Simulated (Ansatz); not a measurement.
**AlSiH (singlet): the correlation ladder at distance Si1–Al2 = 2.421 Å, cc-pVTZ**

The task here is to estimate one member of a computed series from the others.

Program: Ansatz 0.2.0, Gaussian basis. Level of theory: cc-pVTZ, core rule «outside noble gas», up to 10 orbitals frozen. These are calculated values, not measurements.

To be run: UHF; CCSD(T) on RHF; CCSD(T) on UHF; BCCD(T) on RHF; CISD; CCSDT(Q) on RHF.

22 further runs of the same task are left out: 4 for a known fault of the program, 1 for a mislabelled method, 12 that didn't finish, 5 set aside as unsound or not needed.

### What is computed

The geometry derives from a PBE0/def2-TZVP stationary point (not a proven minimum). One bond is set to the value named and the two fragments are kept rigid.

3 atoms, charge 0, spin multiplicity 1.

Atoms are counted from 1 here; the program's logs count them from 0.

Bond lengths: Si1–Al2 2.421 Å, Si1–H3 1.545 Å. Angles: Al2–Si1–H3 78.2°.

As a file:

```mol
AlHSi
  3D, bonds by distance, orders not assigned

  3  2  0  0  0  0  0  0  0  0999 V2000
    0.0000   -0.0627    1.1692 Si  0  0
    0.0000    0.0108   -1.2506 Al  0  0
    0.0000    1.4583    0.8981 H   0  0
  1  2  8  0
  1  3  8  0
M  END
```

Set-up of the first run:

File in.yaml:

```yaml
crystal:
  periodic: [false, false, false]
  atoms:
    - {symbol: Si, position_ang: [0.000000, -0.062715, 1.169246]}
    - {symbol: Al, position_ang: [0.000000, 0.010803, -1.250638]}
    - {symbol: H, position_ang: [0.000000, 1.458308, 0.898135]}
basis:
  gaussian: {orbitals: cc-pVTZ}
magnetization: {spin_polarized: true, initial_magnetization: 0}
hamiltonian: {xc: hf}
output: {orbitals: {seedname: orbitals}}
```

Started as:

```
$ ansatz run in.yaml --threads 1 --pin off --events-out ev --progress --plain --max-ram 2393MiB
```

Among the steps run: UHF; CCSD(T) on RHF; CCSD(T) on UHF; BCCD(T) on RHF; CISD; CCSDT(Q) on RHF.

One table of the session follows, with a row left open; its other results are not shown here.

```
   method  from RCCSDT(Q) (kJ/mol)
      RHF                   +536.7
      UHF                   +442.3
     RMP2                   +138.1
     UMP2                    +87.1
     CISD                    +84.2
    RCCSD                    +38.2
    UCCSD                     -3.1
 RCCSD(T)                    +16.8
 UCCSD(T)                        ?
  BCCD(T)                    +16.8
   RCCSDT                     +4.6
RCCSDT(Q)                        0
```

Estimate the missing values for UCCSD(T).

**Answer.** from RCCSDT(Q) (kJ/mol): -27.7. In the column «from RCCSDT(Q) (kJ/mol)» it is the lowest.

The program flags UCCSD(T), RCCSDT(Q) as in doubt (see the logs), so the zero of the table is itself unsure.

To keep in mind: The determinant is far from a pure spin state, so its energy mixes those of several spin states (harmless only where they are near-degenerate, as at dissociation). The report flags that the cluster equations may have other roots. The program flags UCCSD(T), RCCSDT(Q) as in doubt, so the zero of the table is itself unsure. Warnings: restricted reference is unstable; spin contamination; coupled cluster took another determinant than the lowest. Restricted and unrestricted rows rest on different reference determinants; where their highest levels disagree by more than a few hundredths of an eV, they describe different states and don't form one ladder.
